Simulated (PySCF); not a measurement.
# How methods differ on the ionisation energy of Ar

Ar [Ar] (1S) → Ar⁺ [Ne] 3s2 3p5 (2P), as a difference of total energies. Calculation: PySCF 2.14, in aug-cc-pCVQZ-DK (10s9p7d5f3g, 134 functions); the spin-free X2C one-electron Hamiltonian (Gaussian nucleus). Correlated levels: valence: [Ne] frozen; valence and next inner shell: 1s2 frozen; nothing frozen. The calculations carry no spin-orbit coupling.

```csv
method,ionisation energy (eV),plus first-order spin-orbit estimate,error of that sum (eV)
UHF,14.527,14.470,-1.290
LDA,15.970,15.914,+0.154
PBE,15.684,15.627,-0.133
PBE0,15.692,15.636,-0.124
r2SCAN,15.733,15.677,-0.083
M06-2X,15.740,15.684,-0.076
B3LYP,15.769,15.712,-0.048
wB97M-V,15.720,15.663,-0.097
MP2 (valence),15.832,15.775,+0.015
SCS-MP2 (valence),15.743,15.687,-0.073
MP2 (valence and next inner shell),15.858,15.802,+0.042
SCS-MP2 (valence and next inner shell),15.765,15.709,-0.051
MP2 (all electrons),15.860,15.804,+0.044
SCS-MP2 (all electrons),15.766,15.710,-0.050
```

Reference: 15.760 eV (measured; NIST Atomic Spectra Database, ionization energies).

A first-order spin-orbit estimate (lowest level to lowest level, LS coupling) adds -0.056 eV.
